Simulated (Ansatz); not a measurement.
## H3SSi: structure from calculated spectroscopic constants

These gas-phase data were calculated for one isomer of H3SSi at B3LYP/6-31G* (harmonic, unscaled wavenumbers; equilibrium rotational constants with average atomic masses):

```
rotational constants            : 88.58, 6.504, 6.22 GHz
all wavenumbers above 1500 cm⁻¹ : 2676, 2235, 2176
dipole moment                   : 0.91 D (PBE0/def2-TZVPD)
```

Candidates:

(1) `[SiH2]S`, a doublet
(2) `[SiH3][S]`, a doublet

Question: Which candidate do the data belong to?

Answer: Candidate (1). The band at 2676 cm⁻¹ lies where the S–H stretch is expected; (2) has no mode between 2500 and 2800 cm⁻¹.

The same quantities for all candidates:

```tsv
	rotational constants (GHz)	wavenumbers above 1500 cm⁻¹	dipole (D)	E above the lowest, B3LYP/6-31G* (kcal/mol)
(1)	88.58, 6.504, 6.22	2676, 2235, 2176	0.91	3.2
(2)	85.38, 6.344, 6.344	2257, 2253, 2228	1.05	0.0
```

Harmonic stretches to hydrogen usually lie a few per cent above observed fundamentals. Each candidate is one conformer. Open shells are spin-unrestricted. Programs: Ansatz 0.2.0.
